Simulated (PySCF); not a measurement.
Al(Cl)3 anion (AlCl₃), SMILES [Cl][Al]([Cl])[Cl] (connectivity only; charge and spin as stated), charge -1, multiplicity 2. Coordinates come from a PBE-D3(BJ)/def2-SVPD optimisation. The multiplicity is an assumed one; other spin states were not compared. The isomer is the one that the SMILES or the coordinates give; other isomers of the formula were not compared.

These are PBE-D3(BJ)/def2-SVPD (PySCF 2.14.0) values and carry that method's errors.

Harmonic wavenumbers (cm⁻¹): 113, 113, 171, 354, 423, 423. Rotational constants (GHz): 2.059, 2.059, 1.091; symmetry number 3.

Question: Work out the zero-point energy and the ideal-gas rigid-rotor harmonic-oscillator thermochemistry at 298.15 K and 1 atm.

Answer: ZPE = ½ Σ hcν = ½ × 1598 cm⁻¹ = 9.56 kJ/mol. H − E(el) = 27.24 kJ/mol. Entropy in J/(mol K): translation 169.77, rotation 110.66, vibration 49.18, spin 5.76, total 335.37. G − E(el) = -72.75 kJ/mol. Cp = 75.77 J/(mol K). Modes under 150 cm⁻¹ make the vibrational entropy uncertain.
